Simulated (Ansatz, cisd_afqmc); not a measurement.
System: CS2, charge 0, singlet. CS2 (methanedithione, SMILES S=C=S).
B3LYP-D3(BJ)/def2-TZVP minimum from Ansatz (a program for electronic structure):
```xyz
3

S      0.0000     0.0000    -1.5527
C      0.0000     0.0000     0.0000
S      0.0000     0.0000     1.5527
```
Charge 0, spin multiplicity 1.

Total energies in cc-pV(T+d)Z, 16 correlated electrons, 11 frozen orbitals. Open shells are spin-unrestricted; no spin-orbit coupling. Cores are frozen in correlated methods. No relativity. The Monte Carlo rows (phaseless AFQMC, CISD trial, step 0.005/hartree) carry one-sigma bars that omit the constraint's bias. Outlying blocks are dropped, and bars are widened where a walk drifts. Over all cases where full CI ran beside it in this data, AFQMC minus full CI had a median of +0.1 mEh and passed +0.4 mEh in a tenth of the cases.

| method | program | energy (Eh) | minus CCSDT(Q) (mEh) |
|---|---|---|---|
| HF | Ansatz | -832.97161 | 545.76 |
| MP2 | Ansatz | -833.46618 | 51.18 |
| CCSD | Ansatz | -833.47868 | 38.69 |
| CCSD(T) | Ansatz | -833.51376 | 3.60 |
| CCSDT(Q) | Ansatz | -833.51736 | 0.00 |
| AFQMC/CISD | cisd_afqmc | -833.5168 ± 0.0011 | 0.6 ± 1.1 |

Rough core times of Ansatz's runs on a shared machine: CCSD(T) under 20 s, CCSDT(Q) 5 min.
